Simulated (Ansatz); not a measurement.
# Si2H4 (SMILES [SiH][SiH3]) at 6 levels

We compute a comparison of 6 runs (UHF/STO-3G, UBHLYP/STO-3G, UPBE/STO-3G, USVWN5/STO-3G, RPA@PBE/STO-3G, UCCSDT/STO-3G) of Si2H4. 

Program for the calculation: Ansatz 0.2.0.

29 further runs of the same task are left out: 29 set aside as unsound or not needed.

**1. The system as given**

Si2H4 has 6 atoms, charge 0, and is taken as a triplet. SMILES: `[SiH][SiH3]`. The Si2–Si1 distance was set to 3.380 Å, away from the relaxed value. At this shape a bond of the SMILES string is far longer than usual.

Bond lengths: Si1–H3 1.473 Å, Si2–H4 1.467 Å, Si2–H5 1.474 Å, Si2–H6 1.474 Å. Angles: H4–Si2–H5 107.9°, H4–Si2–H6 107.9°, H5–Si2–H6 104.3°. A long bond or contact: Si1–Si2 3.380 Å.

**2. The energy at UHF/STO-3G (run 1)**

input.yaml reads:

```yaml
crystal:
  periodic: [false, false, false]
  atoms:
    - {symbol: Si, position_ang: [0.634139, -2.625436, 0.553850]}
    - {symbol: Si, position_ang: [-0.300130, 0.523270, -0.245660]}
    - {symbol: H, position_ang: [1.739349, -3.067376, 1.422260]}
    - {symbol: H, position_ang: [-1.456530, 0.376070, -1.136010]}
    - {symbol: H, position_ang: [0.714920, 1.325330, -0.951090]}
    - {symbol: H, position_ang: [-0.708920, 1.369020, 0.889660]}
basis:
  gaussian:
    orbitals: STO-3G
total_charge: 0
magnetization:
  spin_polarized: true
  initial_magnetization: 2
hamiltonian:
  xc: hf
accuracy: high
```

Launch:

```
$ ansatz run input.yaml --threads 1 --pin off --max-ram 2610MiB --events-out events.jsonl --progress --plain --runs-dir runs
```

What it wrote:

```text
Warning: RAYON_NUM_THREADS=1 ignored (pool sized by the plan → 1); use --threads N
Functional definition: HF
  name "HF"
  exchange = exact_x
  correlation = 0
363 factors; integrals over basis functions are off by at most 2.7e-9 eV
mean field evaluation 1: about -15600.4836 eV, gradient 6.3e0 eV
mean field evaluation 2: about -15600.4946 eV, gradient 6.3e0 eV
mean field evaluation 4: about -15601.2665 eV, gradient 9.3e-1 eV
mean field evaluation 8: about -15601.3005 eV, gradient 2.6e-2 eV
mean field evaluation 16: about -15600.8004 eV, gradient 3.0e0 eV
mean field evaluation 32: about -15601.1844 eV, gradient 2.7e-1 eV
mean field evaluation 64: about -15601.3006 eV, gradient 1.2e-2 eV
mean field -15601.30056481 eV, -573.3372208153 hartree, gradient 2.2e-8 eV, S^2 2.059688; 3 other end points of the search recorded, 0 dependent functions left out
reference -15601.30056481 eV, -573.3372208153 hartree; 17, 15 occupied and 5, 7 virtual orbitals, 363 factors
Total energy: -15601.30056481 eV, -573.3372208153 hartree
```

It took 0.2 s on 1 thread of AMD EPYC 9R14 (Zen 4), shared host.

**3. A single-point energy at UBHLYP/STO-3G (run 2)**

run.yaml reads:

```yaml
crystal:
  periodic: [false, false, false]
  atoms:
    - {symbol: Si, position_ang: [0.634139, -2.625436, 0.553850]}
    - {symbol: Si, position_ang: [-0.300130, 0.523270, -0.245660]}
    - {symbol: H, position_ang: [1.739349, -3.067376, 1.422260]}
    - {symbol: H, position_ang: [-1.456530, 0.376070, -1.136010]}
    - {symbol: H, position_ang: [0.714920, 1.325330, -0.951090]}
    - {symbol: H, position_ang: [-0.708920, 1.369020, 0.889660]}
basis:
  gaussian:
    orbitals: STO-3G
magnetization:
  spin_polarized: true
  initial_magnetization: 2
hamiltonian:
  xc: {name: BHLYP}
accuracy: high
```

Launch:

```
$ ansatz run run.yaml --threads 1 --pin off --max-ram 2610MiB --events-out events.jsonl --progress --plain --runs-dir runs
```

What it wrote:

```text
Warning: RAYON_NUM_THREADS=1 ignored (pool sized by the plan → 1); use --threads N
Functional definition: BHLYP
  name "BHLYP"
  parameter a = 0.5
  exchange = (1 - a)*b88_x + a*exact_x
  correlation = lyp_c
363 factors; integrals over basis functions are off by at most 2.7e-9 eV
mean field evaluation 1: about -15630.7853 eV, gradient 6.8e0 eV
mean field evaluation 2: about -15631.2540 eV, gradient 2.8e0 eV
mean field evaluation 4: about -15631.3506 eV, gradient 2.1e-1 eV
mean field evaluation 8: about -15631.3290 eV, gradient 1.5e-2 eV
mean field evaluation 16: about -15631.3290 eV, gradient 5.2e-5 eV
mean field -15631.32897272 eV, -574.4407444522 hartree, gradient 2.5e-8 eV, S^2 2.025389; 2 other end points of the search recorded, 0 dependent functions left out
reference -15631.32899513 eV, -574.4407452758 hartree; 17, 15 occupied and 5, 7 virtual orbitals, 363 factors
Total energy: -15631.32899513 eV, -574.4407452758 hartree
```

It took 1.7 s on 1 thread of AMD EPYC 9R14 (Zen 4), shared host; peak memory 0.15 GiB.

Runs 3 to 5 aren't shown in full; the table further down has their settings and results.

**4. A single-point energy at UCCSDT/STO-3G (run 6)**

Edit input.yaml of step 2 so:

```diff
@@ -1 +1,4 @@
+basis:
+  gaussian:
+    orbitals: STO-3G
 crystal:
@@ -9,6 +12,2 @@
     - {symbol: H, position_ang: [-0.708920, 1.369020, 0.889660]}
-basis:
-  gaussian:
-    orbitals: STO-3G
-total_charge: 0
 magnetization:
@@ -16,4 +15,7 @@
   initial_magnetization: 2
-hamiltonian:
-  xc: hf
+correlation:
+  method: ccsdt
+  frozen_orbitals: {H: 0, Si: 5}
 accuracy: high
+scf:
+  omitted_lower_state_checks: [cluster_reference, increment]
```

Launch:

```
$ ansatz run input.yaml --threads 1 --pin off --max-ram 2610MiB --events-out events.jsonl --progress --plain --runs-dir runs
```

What it wrote:

```text
Warning: RAYON_NUM_THREADS=1 ignored (pool sized by the plan → 1); use --threads N
[... 13 lines left out ...]
10 core orbitals not correlated: weight in the atoms' cores, before any rotation towards them, 1.000 or more for the frozen orbitals, at most 0.000 for the correlated occupied ones
[... 49 lines left out ...]
Total energy: -15603.70282147 eV, -573.4255021195 hartree
Checks for a lower state left out: cluster_reference, increment
```

Wall time 0.88 s (1 thread of AMD EPYC 9R14 (Zen 4), shared host).

**5. All runs side by side**

| run | level | frozen core orbitals | energy (Eh) | ⟨S²⟩ | wall time |
| --- | --- | --- | --- | --- | --- |
| 1 | UHF/STO-3G | – | -573.337221 | 2.060 | 0.2 s |
| 2 | UBHLYP/STO-3G | – | -574.440745 | 2.025 | 1.7 s |
| 3 | UPBE/STO-3G | – | -574.097621 | 2.011 | 1.7 s |
| 4 | USVWN5/STO-3G | – | -571.996964 | 2.004 | 1 s |
| 5 | RPA@PBE/STO-3G | 10 | -573.473603 | 2.011 | 2.5 s |
| 6 | UCCSDT/STO-3G | 10 | -573.425502 | 2.060 | 0.88 s |

**6. Summary of results**

| quantity | value |
| --- | --- |
| run 6: total energy | -573.42550 Eh |
| run 6: correlation energy (10 core orbitals frozen) | -88.3 mEh |
| run 6: ⟨S²⟩ of the reference determinant | 2.060 |
| run 6: T1 diagnostic | 0.017 |

Totals of different functionals can't be ranked against each other. In runs 1, 2, 3, 4, 5, 6 the basis is minimal, so the values are rough. All runs together took 8 s, the longest 2.5 s.
